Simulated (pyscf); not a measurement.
**Routes from •H₂Si–NH–SiH₃ + ammonia (NH₃)**

Candidate steps break at most two bonds and form at most two. Each was searched with GFN2-xTB (tblite) first. Single points on ωB97X-D3(BJ)/def2-SVP structures (PySCF, gas phase). Energies: ωB97M-D3(BJ)/def2-TZVP, kJ/mol, from the separated reactants, doublet surface; ΔG‡ with ideal gas, 1 atm, RRHO with modes under 100 cm⁻¹ raised to 100, one conformer, R ln 2 for chiral ones without a mode under 150 cm⁻¹.

| products | type | ΔE‡ | ΔE | ΔG‡ 298 K | ΔG‡ 900 K | ν‡ (cm⁻¹) |
|---|---|---|---|---|---|---|
| H₂N–SiH₂–NH–SiH₃ + H• | substitution at N | 81.4 | +5.5 | 115.5 | 207.0 | 1881i |
| H₃Si–NH–SiH₃ + NH₂• | hydrogen abstraction | 94.3 | +76.0 | 119.9 | 196.8 | 950i |

Row 1: On the reactant side the descent ends in a complex (not fully relaxed), 28.1 kJ/mol under the separated species and 118.3 kJ/mol under the saddle at ωB97X-D3(BJ)/def2-TZVP. 

Plain bond fissions and candidates not yet searched are not listed, and one of them may be faster. Each barrier is that of the saddle found; lower ones may exist.
